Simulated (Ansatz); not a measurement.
Tl₃As₂: from a trial structure to a relaxed crystal

Theory: Ansatz 0.2.0, DFT PBE, scalar-relativistic, plane waves, PAW. Cutoff 420 eV, Γ-centred k mesh, Gaussian smearing, no spin polarisation in the final step.

The start puts Tl₃As₂ on the anti-corundum structure type (R-3c, No. 167), with As in place of Al, Tl in place of O, at a guessed volume.

```xyz
10
Lattice="3.4654 2.0007 6.3075 -3.4654 2.0007 6.3075 0.0000 -4.0015 6.3075" Properties=species:S:1:pos:R:3 pbc="T T T"
Tl   -1.3428   -2.0007    7.8844
Tl    2.4041   -0.1626    7.8844
Tl   -1.0613    2.1633    7.8844
Tl    1.3428    2.0007   11.0382
Tl   -2.4041    0.1626   11.0382
Tl    1.0613   -2.1633   11.0382
As    0.0000    0.0000   16.1254
As    0.0000    0.0000   12.2584
As    0.0000    0.0000    2.7971
As    0.0000    0.0000    6.6641
```

Cell and atoms relax at zero pressure; the relaxation can't lower the symmetry of the start. After a coarse first stage the cell is made exact in the group found at 0.06 Å.

Energies over the elements count from the elements' standard structures at the same level, with no empirical corrections.

Q: Which crystal results?

A: It keeps R-3c (No. 167). The result has the corundum structure. Conventional cell: a = 7.540 Å, c = 19.233 Å. Tl is coordinated by 4 As at 2.90–3.04 Å; around As lie 6 Tl at 2.90–3.04 Å.

```
Tl As
1.0
     3.76977    2.17648    6.41094
    -3.76977    2.17648    6.41094
     0.00000   -4.35295    6.41094
Tl As
6 4
Direct
  0.04212 0.45788 0.75000
  0.75000 0.04212 0.45788
  0.45788 0.75000 0.04212
  0.95788 0.54212 0.25000
  0.25000 0.95788 0.54212
  0.54212 0.25000 0.95788
  0.85927 0.85927 0.85927
  0.64073 0.64073 0.64073
  0.14073 0.14073 0.14073
  0.35927 0.35927 0.35927
```

Q: What are its volume, energy, density and gap?

A: The volume per atom is 31.56 Å³ and the density is 8.03 g/cm³. The energy over the elements is 0.11 eV/atom and the gap on the 6×6×6 mesh is 0 eV (a metal).

The final run used a 6×6×6 mesh on its 10-atom cell and 0.10 eV smearing. The k mesh leaves about 4 meV/atom of noise in metals. Spin–orbit coupling is left out. Symmetry constrained the relaxation, so the result can be a saddle point. The steps took roughly 7 core-minutes in all.